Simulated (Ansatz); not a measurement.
We consider hcp Cd, described by BLYP in Ansatz (PAW).

Run with plane-wave cutoff 520 eV, 24×24×10 k mesh (along the axes of the cell as run), Fermi–Dirac smearing 0.05 eV, scalar-relativistic PAW data made under PBE.

The cell is scaled about its equilibrium volume:

Shape and atoms are relaxed at each volume.

```csv
V (Å³/atom),P (GPa),c (Å),a (Å)
26.099,0.58,6.402,3.068
26.642,0.31,6.563,3.062
27.186,0.00,6.682,3.065
27.730,-0.25,6.799,3.069
28.273,-0.47,6.914,3.073
```

Note: the cell is over a tenth larger than the published one: the level's own overestimate first of all, though another phase or state, or a fault of the published cell, is possible; the bulk modulus comes from volumes at which shape and atoms were relaxed.

Ansatz is a first-principles code.
